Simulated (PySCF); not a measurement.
**Molecular orbitals of BS**

r²SCAN at R = 1.616 Å; basis B x2c-SVPall, S x2c-SVPall; spin-free X2C with a Gaussian nucleus; PySCF 2.14. State: ²Σ⁺ (doublet), unpaired electrons σ ↑. Only the outer orbitals are listed, counted within each symmetry.

```
spin  orbital  occ.  ε (eV)  on B (%)         main shells (%)
   α       5σ     1  -19.21        24   73 S s, 16 B s, 8 B p
   α       6σ     1  -11.02        42  41 B s, 40 S p, 17 S s
   α       2π     1   -7.83        31          68 S p, 30 B p
   α       2π     1   -7.83        31          68 S p, 30 B p
   α       7σ     1   -7.82        77  50 B p, 27 B s, 20 S p
   α       3π     0   -2.32        67          67 B p, 30 S p
   α       3π     0   -2.32        67          67 B p, 30 S p
   β       5σ     1  -19.09        22   75 S s, 13 B s, 8 B p
   β       6σ     1  -10.44        29  54 S p, 25 B s, 16 S s
   β       2π     1   -7.73        21          78 S p, 20 B p
   β       2π     1   -7.73        21          78 S p, 20 B p
   β       7σ     0   -4.01        91   57 B s, 33 B p, 8 S p
   β       3π     0   -1.09        76          76 B p, 21 S p
   β       3π     0   -1.09        76          76 B p, 21 S p
```

Problem. Which are the highest filled and the lowest empty level, where do they sit, and how wide is the gap?

Solution. Highest filled β 2π at -7.73 eV (in %: 78 S p, 20 B p); lowest empty β 7σ at -4.01 eV (in %: 57 B s, 33 B p, 8 S p); the gap at r²SCAN is 3.72 eV.

| Quantity | Value |
| --- | --- |
| bond order (Mayer) | 2.53 |
| ⟨S²⟩ | 0.775 |
| charge on B (Mulliken, basis-dependent) | 0.00 |
| charge on B (Löwdin, basis-dependent) | -0.24 |
| dipole moment (positive dipole means B(−)S(+)) | -0.86 D |

The state was picked by a PBE0 search and need not be the measured ground state.
